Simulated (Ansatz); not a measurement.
Relaxation of H₇NSi₂ (10 atoms, charge 0, multiplicity 1), to a largest force component of 0.02 eV/Å in at most 40 steps.

Method: Ansatz 0.2.0, RKS B3LYP-D4/6-31G*.

```xyz
10
Properties=species:S:1:pos:R:3
Si 0.000 0.000 0.000
Si 0.000 0.000 2.220
H -1.315 -0.407 2.707
H 1.010 -0.935 2.707
H 0.305 1.342 2.707
N 1.716 0.000 -0.606
H 2.215 -0.918 -0.787
H 2.217 0.918 -0.778
H -0.688 1.191 -0.486
H -0.688 -1.191 -0.486
```

**Question.** Where does it end, and by what steps?

**Answer.** The forces met the threshold. The force dipped under the threshold on the way, but the program's further checks kept it going. After 8 steps the energy has fallen by 0.463 eV; H4 moved furthest, 0.31 Å.

```tsv
step	energy less start (eV)	largest force component (eV/Å)	accepted
0	0.0000	2.352	yes
1	-0.3745	1.105	yes
2	-0.4461	0.239	yes
3	-0.4523	0.239	yes
4	-0.4602	0.042	yes
5	-0.4624	0.071	yes
6	-0.4629	0.052	yes
7	-0.4634	0.005	yes
8	-0.4635	0.008	yes
```

```xyz
10
Properties=species:S:1:pos:R:3
Si 0.053 -0.052 -0.088
Si 0.000 -0.012 2.269
H -1.389 -0.134 2.801
H 0.807 -1.131 2.837
H 0.580 1.260 2.793
N 1.631 0.070 -0.825
H 2.274 -0.704 -0.701
H 2.131 0.948 -0.736
H -0.762 1.086 -0.599
H -0.553 -1.331 -0.552
```

The run took 29 s on 1 thread of Arm Neoverse V1 (shared host), peak memory 0.13 GiB.
